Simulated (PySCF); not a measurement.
**NaS⁺: one state, many levels of theory**

State: ³Σ⁻ (triplet), unpaired electrons π ↑↑. Set-up: Na pcseg-2, S pcseg-2; no relativity (PySCF 2.14). De refers to Na⁺ + S in their high-spin ground configurations, without counterpoise correction. The functionals are run spin-unrestricted. A positive dipole points towards S; it is taken about the centre of mass and depends on that origin.

| Level | Re (Å) | ωe (cm⁻¹) | De (eV) | μ (D) |
| --- | --- | --- | --- | --- |
| UHF | 2.897 | 176 | 0.457 | -6.72 |
| UHF-MP2 | 2.851 | 188 | 0.50 | n/a |
| UHF-SCS-MP2 | 2.856 | 186 | 0.494 | n/a |
| UHF-CCSD | 2.841 | 191 | 0.51 | n/a |
| UHF-CCSD(T) | 2.838 | 192 | 0.51 | n/a |
| PBE | 2.865 | 180 | 0.55 | -6.24 |
| BP86 | 2.892 | 171 | 0.473 | -6.41 |
| r²SCAN | 2.866 | 180 | 0.50 | -6.45 |
| PBE0 | 2.851 | 183 | 0.52 | -6.34 |
| M06 | 2.904 | 165 | 0.480 | -6.55 |
| HSE06 | 2.852 | 183 | 0.53 | -6.34 |
| MN15 | 2.904 | 166 | 0.456 | -6.69 |

The bond length runs from 2.838 Å (UHF-CCSD(T)) to 2.904 Å (MN15). De spans 0.46 eV (MN15, hybrid meta-GGA) to 0.55 eV (PBE, GGA). Correlation at CCSD(T) changes the Hartree–Fock bond energy by +0.05 eV; the triples alone change it by +0.00 eV.

Correlated steps freeze 6 core orbitals. For an ion De counts to the pair picked by the measured ionisation energies or electron affinities, which need not be the lowest pair at this level. The state is the lowest determinant that a PBE0 search found; another state may lie lower at other levels.

The whole job (state search and all levels along the bond) took about 1.1 min on 1 thread of AMD EPYC 9R45 96-Core (shared host), peak memory 0.65 GiB.
